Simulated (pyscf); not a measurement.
# Insertion: H₃C–In [singlet] + hydrogen fluoride (HF) -> H₃C–InH–F

Gas phase, singlet surface, charge 0. Bonds broken: F6–H7. Bonds formed: In1–F6, In1–H7. PySCF, gas phase, ωB97X-D3(BJ)/def2-SVP geometries. Correlated levels are frozen-core, on RHF or UHF. ΔMP2 is the change of the MP2 total energy from the triple- to the quadruple-zeta basis.

Transition state (Å):

```xyz
7

In     0.1854     0.1065     0.3182
C     -1.7523    -0.7019    -0.1276
H     -1.7039    -1.2640    -1.0739
H     -2.4715     0.1233    -0.2515
H     -2.1097    -1.3723     0.6681
F      1.0142     1.5278    -1.1137
H      1.6178     1.0741     0.0874
```

One imaginary mode, 1301i cm⁻¹; descent along it reached the two sides named.

```json
[
 {"bond": "F6–H7", "change": "breaks", "reactant side (Å)": "0.929", "saddle": "1.419", "product side": "3.0"},
 {"bond": "In1–F6", "change": "forms", "reactant side (Å)": "2.8", "saddle": "2.181", "product side": "1.975"},
 {"bond": "In1–H7", "change": "forms", "reactant side (Å)": "2.8", "saddle": "1.744", "product side": "1.713"}
]
```

Electronic energies relative to the separated reactants (kJ/mol):

```tsv
level	barrier	reaction energy	reverse barrier
ωB97X-D3(BJ)/def2-TZVP	99.4	-95.1	194.5
PBE/def2-TZVP	64.9	-73.6	138.5
r²SCAN/def2-TZVP	67.9	-92.4	160.2
B3LYP-D3(BJ)/def2-TZVP	98.8	-65.9	164.6
PBE0-D3(BJ)/def2-TZVP	92.4	-76.6	169.0
M06-2X/def2-TZVP	110.2	-81.0	191.2
ωB97M-D3(BJ)/def2-TZVP	106.7	-78.8	185.4
HF/def2-TZVP	184.9	-69.4	254.2
MP2/def2-QZVPP	110.0	-66.1	176.1
CCSD/def2-TZVPP	133.6	-63.3	196.9
CCSD(T)/def2-TZVPP	117.2	-66.7	183.9
CCSD(T)/def2-TZVPP + ΔMP2(QZVPP)	112.1	-69.1	181.2
```

With CCSD(T)/def2-TZVPP + ΔMP2(QZVPP) energies and thermal terms (ideal gas, 1 atm, RRHO with modes under 100 cm⁻¹ raised to 100, one conformer, R ln 2 for chiral ones without a mode under 150 cm⁻¹), in kJ/mol:

| T (K) | ΔH‡ | ΔG‡ | ΔH | ΔG |
|---|---|---|---|---|
| 298 | 104.2 | 139.1 | -71.4 | -36.6 |
| 600 | 103.9 | 174.8 | -70.2 | -1.5 |
| 900 | 105.3 | 210.0 | -66.8 | +32.2 |
| 1200 | 107.4 | 244.6 | -62.5 | +64.6 |

The same reactants have a lower exit, to F–In [singlet] + CH₄ (barrier -23.0 kJ/mol at ωB97M-D3(BJ), against +106.7 kJ/mol here). This is the saddle that the search found; another between the same sides may lie lower. The CCSD(T) − MP2 part came from Ansatz, without density fitting, on the same reference. The frozen core leaves the outer d or s,p core shells of the metals and heavy elements correlated in the MP2 and CC values, and def2-TZVPP describes them poorly, which can shift differences by a few kcal/mol. Elements past Kr carry the def2 core potentials, without spin-orbit coupling.
